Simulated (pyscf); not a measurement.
A first-order saddle from PySCF, ωB97X-D3(BJ)/def2-SVP:

```xyz
9

As     0.4860     1.7490    -0.1650
As     1.0914    -0.4432    -0.4662
H      1.4259     1.8816     1.0261
H      0.1756    -0.6459    -1.6629
Si    -1.2955     0.0851     1.0418
H     -0.3168    -1.1564     0.5606
H     -1.8591     0.2067    -0.3320
H     -0.3178     0.3556     2.1334
H     -2.5699    -0.0904     1.8431
```

Surface: singlet, charge 0. Lowest wavenumbers (cm⁻¹): 714i, 192, 283, 347, 359.

Problem. Which two sides does it connect, and which bonds change?

Solution. `[AsH]=[AsH]` + `[SiH4]` <-> `[SiH3][AsH][AsH2]`, an addition across a multiple bond or ene-type step read from left to right: H–Si broken and As–Si, As–H formed. At ωB97M-D3(BJ)/def2-TZVP it lies +117.6 kJ/mol from the left side and +225.0 kJ/mol from the right (each side as separated species at their lowest minima found). One saddle was located; it need not be the lowest between these sides. Elements up to Kr have no core potential and no relativistic terms here.
